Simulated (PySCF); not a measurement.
**Li₃: calculation against measurement**

Isolated Li₃, optimised in PySCF with density fitting and no spin–orbit coupling; def2 sets carry scalar-relativistic core potentials from Rb on. All levels below give a doublet of C2v symmetry: PBE0/def2-TZVP Li–Li 2.812 Å (×2), Li–Li 3.366 Å, Li–Li–Li 53.2° (×2), Li–Li–Li 73.5°; B3LYP/def2-TZVP Li–Li 2.789 Å (×2), Li–Li 3.408 Å, Li–Li–Li 52.3° (×2), Li–Li–Li 75.3°; PBE/def2-TZVP Li–Li 2.810 Å (×2), Li–Li 3.354 Å, Li–Li–Li 53.4° (×2), Li–Li–Li 73.3°; PBE/def2-SVP Li–Li 2.831 Å (×2), Li–Li 3.321 Å, Li–Li–Li 54.1° (×2), Li–Li–Li 71.8°.

Measured fundamentals (Jacox, Vibrational and Electronic Energy Levels of Polyatomic Transient Molecules, as compiled in the NIST Chemistry WebBook) beside computed harmonic wavenumbers, in cm⁻¹:

```
mode as compiled  computed symmetry  measured  medium  PBE0/def2-TZVP  B3LYP/def2-TZVP  PBE/def2-TZVP  PBE/def2-SVP
a1' sym. stretch                 a1       302     gas             318              315            313           314
```

How close does each level come?

Mean absolute differences: PBE0/def2-TZVP 5.3 %, B3LYP/def2-TZVP 4.3 %, PBE/def2-TZVP 3.7 %, PBE/def2-SVP 4.1 %. The mean ratio of measured to computed values at PBE/def2-TZVP is 0.964. Harmonic values should lie a little above fundamentals.
